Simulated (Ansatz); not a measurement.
Two isomers of C4H6ClF: A = `C/C(F)=C(/C)Cl`, B = `FC1(Cl)CCC1`.

Program: Ansatz. Geometries: PBE0-D4/def2-TZVP. ΔE: electronic, gas phase. CCSD(T)/CBS adds triple-zeta CCSD(T) − MP2 to the extrapolated MP2 energy (def2 sets, frozen cores). DFT in def2-TZVPP. B3LYP here is the variant with VWN-RPA as its local correlation; programs differ in this.

A:

Z-matrix (Å, degrees):
```
C
C 1 1.476
H 1 1.094 2 109.9
H 1 1.087 2 111.1 3 -120.9
H 1 1.094 2 110.0 3 118.2
F 2 1.351 1 112.2 3 -58.7
C 2 1.330 1 130.5 3 121.3
C 7 1.485 2 125.6 1 180.0
Cl 7 1.732 2 119.3 1 0.0
H 8 1.093 7 110.5 2 120.5
H 8 1.089 7 110.5 2 -0.0
H 8 1.093 7 110.5 2 -120.6
```

B:

```xyz
12

F    -1.774   -0.439    0.822
C    -0.413   -0.524    0.742
Cl    0.135   -1.586    2.054
C     0.213    0.864    0.632
C     0.223    0.666   -0.901
C     0.030   -0.852   -0.681
H    -0.383    1.673    1.053
H     1.215    0.880    1.057
H     1.129    0.969   -1.424
H    -0.639    1.126   -1.382
H    -0.709   -1.379   -1.284
H     0.972   -1.397   -0.686
```

Question: Which isomer does CCSD(T)/CBS put lower? Give the gap. (Best estimate.)

Answer: Computed: A, by 4.3 kcal/mol.

Question: Give E(B) − E(A) in kcal/mol with CCSD(T)/def2-TZVPP, PBE0-D4, B3LYP, MP2/def2-TZVPP, B3LYP-D4, HF/def2-TZVPP, r2SCAN-D4. (Best estimate.)

Answer: Ansatz gave: CCSD(T)/def2-TZVPP 4.0, PBE0-D4 3.2, B3LYP 8.4, MP2/def2-TZVPP 3.2, B3LYP-D4 8.0, HF/def2-TZVPP 5.8, r2SCAN-D4 5.6. None reverses the order clearly.

Largest T1 diagnostic: 0.011.

In def2-TZVPP, CCSD(T) changes the Hartree–Fock value by −1.8 kcal/mol (the triples alone add +0.4 kcal/mol) and MP2 by −2.6 kcal/mol. From PBE to PBE0 (25 % exact exchange), in def2-TZVPP and without D4, E(B) − E(A) moves by −2.3 kcal/mol.
